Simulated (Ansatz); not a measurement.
Born–Oppenheimer molecular dynamics of BH₄NSi (7 atoms, charge 0, multiplicity 1). It starts from a relaxed structure.

Theory: Ansatz 0.2.0, RKS B3LYP/def2-SVP.

```json
{"ensemble": "NVE (velocity Verlet)", "time step": "0.5 fs", "steps asked": "500", "starting velocities drawn for": "1000 K", "seed": "448576"}
```

First frame:

```xyz
7
Properties=species:S:1:pos:R:3
N -1.475 -1.496 0.067
B -0.600 -0.612 0.024
Si 0.792 0.805 -0.035
H -2.174 -2.210 0.094
H 0.662 1.603 -1.289
H 0.642 1.719 1.134
H 2.152 0.192 0.005
```

(1) How far do the bonds stretch over the last three quarters of this one trajectory? (Pairs bonded in most of those frames.)

Answers

(1) 
```csv
bond,mean (Å),spread (Å),shortest,longest
N1–B2,1.256,0.016,1.22,1.29
N1–H4,1.009,0.010,0.99,1.03
B2–Si3,1.994,0.047,1.89,2.08
Si3–H5,1.496,0.016,1.47,1.53
Si3–H6,1.499,0.024,1.45,1.54
Si3–H7,1.496,0.029,1.45,1.54
```

Mean temperature of the second half: 507 K. The conserved energy stayed within 0.14 meV per atom of its start (net change 0.095 meV per atom), so the integration is sound. Over the second half the temperature averaged 0.51 of the 1000 K drawn at the start: a run that starts near a minimum puts about half its kinetic energy into the potential. A run of 0.25 ps of so small a system gives no equilibrium averages.

Run time: 21 min on 1 thread of Arm Neoverse N1 (shared host), peak memory 0.11 GiB.
